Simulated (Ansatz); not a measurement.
Start from `CC(C)C` and change one atom or group to get `CC(C)(C)C`.

Ansatz, PBE0-D4/def2-TZVP geometries, multiplicity 1. 

```json
{"property": "LUMO energy (PBE/def2-TZVPP) / eV", "`CC(C)C`": "0.38"}
{"property": "HOMO–LUMO gap (PBE0/def2-TZVPP) / eV", "`CC(C)C`": "10.14"}
{"property": "HOMO–LUMO gap (ωB97M-V/def2-TZVPP) / eV", "`CC(C)C`": "13.89"}
{"property": "HOMO energy (ωB97M-V/def2-TZVPP) / eV", "`CC(C)C`": "-11.30"}
{"property": "HOMO energy (B3LYP/def2-TZVPP) / eV", "`CC(C)C`": "-8.80"}
{"property": "size of the dipole moment (ωB97M-V/def2-TZVPP) / D", "`CC(C)C`": "0.13"}
```

**Question.** Give the same properties after the change, and the shifts. (Best estimate.)

**Answer.** Ansatz gave: 
| property | `CC(C)(C)C` | shift |
| --- | --- | --- |
| LUMO energy (PBE/def2-TZVPP) / eV | 0.21 | -0.17 |
| HOMO–LUMO gap (PBE0/def2-TZVPP) / eV | 9.98 | -0.16 |
| HOMO–LUMO gap (ωB97M-V/def2-TZVPP) / eV | 13.70 | -0.19 |
| HOMO energy (ωB97M-V/def2-TZVPP) / eV | -11.30 | 0.00 |
| HOMO energy (B3LYP/def2-TZVPP) / eV | -8.80 | 0.00 |
| size of the dipole moment (ωB97M-V/def2-TZVPP) / D | 0.00 | -0.13 |

B3LYP here is the variant with VWN-RPA as its local correlation; programs differ in this.
